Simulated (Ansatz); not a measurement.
# BOF (SMILES O=BF) at CCSDT(Q)/pcseg-0 (sfX2C, nuclear model gaussian)

What is the energy difference between two shapes of BOF at CCSDT(Q)/pcseg-0 (sfX2C, nuclear model gaussian)? 

The results are computed with Ansatz 0.2.0.

11 further runs of the same task are left out: 1 that didn't finish, 10 set aside as unsound or not needed.

### Step 1. The structure to begin with

The species is BOF (3 atoms), meant as a singlet with charge 0. SMILES: `O=BF`. The coordinates come from a PBE0-D4/def2-TZVP relaxation.

Bond lengths: O1–B2 1.206 Å, B2–F3 1.282 Å. Angles: O1–B2–F3 180.0°.

### Step 2. Energy and gradient at CCSDT(Q)/pcseg-0 (sfX2C, nuclear model gaussian)

File molecule.yaml:

```yaml
basis:
  gaussian:
    orbitals: pcseg-0.json
    nuclear_model: gaussian
crystal:
  periodic: [false, false, false]
  atoms:
    - {symbol: O, position_ang: [0.983100, -0.565100, 0.479900]}
    - {symbol: B, position_ang: [0.020300, -0.011600, 0.009900]}
    - {symbol: F, position_ang: [-1.003400, 0.576800, -0.489800]}
hamiltonian:
  pseudopotentials: {relativity: scalar}
correlation:
  method: ccsdt_q
  frozen_orbitals: {B: 1, F: 1, O: 1}
scf:
  omitted_lower_state_checks: [cluster_reference]
output: {forces: true, orbitals: {seedname: orbitals}}
```

The basis set pcseg-0 is read from a file made from the Basis Set Exchange's data (not shown).

Launch:

```console
$ ansatz run molecule.yaml --threads 1 --pin off --max-ram 2610MiB --events-out events.jsonl --progress --plain --runs-dir runs
```

What it wrote, cut to the lines that bear on the results:

```text
Warning: RAYON_NUM_THREADS=1 ignored (pool sized by the plan → 1); use --threads N
Functional definition: HF
  name "HF"
[...]
506 factors; integrals over basis functions are off by at most 6.5e-8 eV
[...]
mean field -5404.75197721 eV, -198.6209716898 hartree, gradient 1.6e-6 eV, S^2 0.000000; 0 other end points of the search recorded, 0 dependent functions left out
3 core orbitals not correlated: weight in the atoms' cores, before any rotation towards them, 1.000 or more for the frozen orbitals, at most 0.000 for the correlated occupied ones
reference -5404.75197721 eV, -198.6209716898 hartree; 8, 8 occupied and 16, 16 virtual orbitals, 506 factors
second order -8.48387435 eV of doubles, -0.00000000 eV of singles
cycle   1  -7.92447680 eV  change    5.6e-1 eV  update   1.2e-1
[...]
cycle  14  -8.57364735 eV  change    2.6e-7 eV  update   1.6e-7
perturbative correction -0.02485609 eV, -0.0009134445 hartree
[...]
Total energy: -5413.35048064 eV, -198.9369608628 hartree
Relativity: scalar
Atom 0 at     0.983100    -0.565100     0.479900 Å, force     2.351898    -1.351902     1.148057 eV/Å
Atom 1 at     0.020300    -0.011600     0.009900 Å, force     0.507207    -0.291607     0.247603 eV/Å
Atom 2 at    -1.003400     0.576800    -0.489800 Å, force    -2.859104     1.643510    -1.395660 eV/Å
Dipole moment:    -0.281588     0.161907    -0.137467 e Å
Checks for a lower state left out: cluster_reference
```

It took 17 s on 1 thread of Arm Neoverse V2, shared host; peak memory 0.29 GiB.

### Step 3. The distorted shape at the same level

Changes to molecule.yaml since step 2:

```diff
@@ -7,5 +7,5 @@
   atoms:
-    - {symbol: O, position_ang: [0.983100, -0.565100, 0.479900]}
-    - {symbol: B, position_ang: [0.020300, -0.011600, 0.009900]}
-    - {symbol: F, position_ang: [-1.003400, 0.576800, -0.489800]}
+    - {symbol: O, position_ang: [1.016133, -0.540527, 0.485510]}
+    - {symbol: B, position_ang: [0.023652, -0.019397, -0.021950]}
+    - {symbol: F, position_ang: [-0.992389, 0.574678, -0.492470]}
 hamiltonian:
```

The basis set pcseg-0 is read from a file made from the Basis Set Exchange's data (not shown).

Launch:

```console
$ ansatz run molecule.yaml --threads 1 --pin off --max-ram 2610MiB --events-out events.jsonl --progress --plain --runs-dir runs
```

What it wrote, cut to the lines that bear on the results:

```text
Warning: RAYON_NUM_THREADS=1 ignored (pool sized by the plan → 1); use --threads N
Functional definition: HF
  name "HF"
[...]
506 factors; integrals over basis functions are off by at most 6.0e-8 eV
[...]
mean field -5404.68342169 eV, -198.6184523210 hartree, gradient 3.1e-6 eV, S^2 0.000000; 0 other end points of the search recorded, 0 dependent functions left out
3 core orbitals not correlated: weight in the atoms' cores, before any rotation towards them, 1.000 or more for the frozen orbitals, at most 0.000 for the correlated occupied ones
reference -5404.68342169 eV, -198.6184523210 hartree; 8, 8 occupied and 16, 16 virtual orbitals, 506 factors
second order -8.53950142 eV of doubles, -0.00000000 eV of singles
cycle   1  -7.94572611 eV  change    5.9e-1 eV  update   1.2e-1
[...]
cycle  14  -8.62364226 eV  change    4.9e-7 eV  update   3.1e-7
perturbative correction -0.02558048 eV, -0.0009400652 hartree
[...]
Total energy: -5413.33264442 eV, -198.9363053938 hartree
Relativity: scalar
Atom 0 at     1.016133    -0.540527     0.485510 Å, force     0.697779    -0.455185     0.284968 eV/Å
Atom 1 at     0.023652    -0.019397    -0.021950 Å, force     3.010896    -1.626525     1.502632 eV/Å
Atom 2 at    -0.992389     0.574678    -0.492470 Å, force    -3.708675     2.081710    -1.787600 eV/Å
Dipole moment:    -0.306045     0.147038    -0.167529 e Å
Checks for a lower state left out: cluster_reference
```

Wall time 17 s (1 thread of Arm Neoverse V2, shared host); peak memory 0.29 GiB.

### Step 4. Outcome

At CCSDT(Q)/pcseg-0 (sfX2C, nuclear model gaussian), 3 core orbitals frozen:

```
                                                    quantity          value
                                   first shape: total energy  -198.93696 Eh
             first shape: dipole moment (correlated density)         1.69 D
            first shape: HOMO energy (Hartree–Fock orbitals)      -14.43 eV
            first shape: LUMO energy (Hartree–Fock orbitals)        3.26 eV
          first shape: HOMO–LUMO gap (Hartree–Fock orbitals)       17.69 eV
    first shape: correlation energy (3 core orbitals frozen)     -316.0 mEh
                                  first shape: T1 diagnostic          0.016
                       first shape: largest force on an atom     3.581 eV/Å
                               distorted shape: total energy  -198.93631 Eh
         distorted shape: dipole moment (correlated density)         1.82 D
        distorted shape: HOMO energy (Hartree–Fock orbitals)      -14.18 eV
        distorted shape: LUMO energy (Hartree–Fock orbitals)        3.20 eV
      distorted shape: HOMO–LUMO gap (Hartree–Fock orbitals)       17.38 eV
distorted shape: correlation energy (3 core orbitals frozen)     -317.9 mEh
                              distorted shape: T1 diagnostic          0.017
                   distorted shape: largest force on an atom     4.613 eV/Å
                      energy change with the atoms displaced       0.018 eV
```

In words: With the atoms displaced the energy rises by 0.02 eV (1.7 kJ/mol). The first shape isn't relaxed at this level, so the change isn't measured from a minimum. The largest force (first shape) is 3.58 eV/Å: the shape isn't a stationary point for this species at this level. Mulliken charges (first shape) run from -0.41 on O1 to +0.75 on B2.
